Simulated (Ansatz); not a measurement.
A nudged elastic band was laid between two geometries of C2H2NO (6 atoms, charge 0, multiplicity 2).

These are results of UKS B3LYP-D4/def2-SVP in Ansatz, not measurements.

```yaml
movable_images: 7
climbing_image: yes
spring: 5.0 eV/Å²
optimiser: quadratic models (default)
start_path: through a guess of the saddle point
force_threshold: 0.03 eV/Å
iteration_limit: 60
end_points: relaxed
```

Image 0:

```xyz
6
Properties=species:S:1:pos:R:3
H -0.254 -1.256 0.413
C 0.286 -0.366 0.011
O 0.849 -0.689 -1.175
C -0.630 0.800 0.006
N -1.341 1.713 -0.023
H 1.090 -0.201 0.767
```

Image 8:

```xyz
6
Properties=species:S:1:pos:R:3
H -1.429 -0.620 -0.307
C 0.743 -0.182 -0.061
O 1.116 -1.231 -0.509
C -0.735 0.167 0.054
N -1.131 1.254 0.519
H 1.436 0.612 0.304
```

Question: Which bonds break or form, and what moves?

Answer: Bonds broken: H1–C2. Bonds formed: H1–C4.

Question: What energy profile does the band end with?

Answer: The forces met the threshold. The highest image is number 2 of 0 to 8, 127.8 kJ/mol above the first end and 175.0 kJ/mol above the last; the last end lies 47.3 kJ/mol below the first. A vibrational analysis at the climbing image gives one clearly imaginary mode, 1371i cm⁻¹: a first-order saddle point.

```json
{"image": "0", "path coordinate (Å)": "0.00", "energy (kJ/mol)": "0.0", "H1–C2 (Å)": "1.12", "H1–C4 (Å)": "2.13"}
{"image": "1", "path coordinate (Å)": "0.46", "energy (kJ/mol)": "29.3", "H1–C2 (Å)": "1.14", "H1–C4 (Å)": "1.85"}
{"image": "2", "path coordinate (Å)": "0.93", "energy (kJ/mol)": "127.8", "H1–C2 (Å)": "1.44", "H1–C4 (Å)": "1.43"}
{"image": "3", "path coordinate (Å)": "1.36", "energy (kJ/mol)": "31.6", "H1–C2 (Å)": "1.82", "H1–C4 (Å)": "1.15"}
{"image": "4", "path coordinate (Å)": "1.80", "energy (kJ/mol)": "-18.5", "H1–C2 (Å)": "2.13", "H1–C4 (Å)": "1.11"}
{"image": "5", "path coordinate (Å)": "2.24", "energy (kJ/mol)": "-27.0", "H1–C2 (Å)": "2.25", "H1–C4 (Å)": "1.11"}
{"image": "6", "path coordinate (Å)": "2.67", "energy (kJ/mol)": "-34.8", "H1–C2 (Å)": "2.25", "H1–C4 (Å)": "1.11"}
{"image": "7", "path coordinate (Å)": "3.11", "energy (kJ/mol)": "-43.4", "H1–C2 (Å)": "2.24", "H1–C4 (Å)": "1.11"}
{"image": "8", "path coordinate (Å)": "3.55", "energy (kJ/mol)": "-47.3", "H1–C2 (Å)": "2.23", "H1–C4 (Å)": "1.11"}
```

Question: What is the geometry of the highest image?

Answer: 
```xyz
6
Properties=species:S:1:pos:R:3
H -0.664 -0.722 0.417
C 0.589 -0.261 -0.119
O 0.902 -0.811 -1.178
C -0.578 0.643 0.008
N -1.456 1.430 0.069
H 1.208 -0.280 0.803
```

Question: What are the harmonic wavenumbers there?

Answer: 1371i, 217, 406, 630, 778, 901, 1032, 1202, 1382, 1607, 2117, 3006 cm⁻¹.

Time of the run: 3.2 min on 2 threads of Arm Neoverse V1 (shared host), peak memory 0.15 GiB.
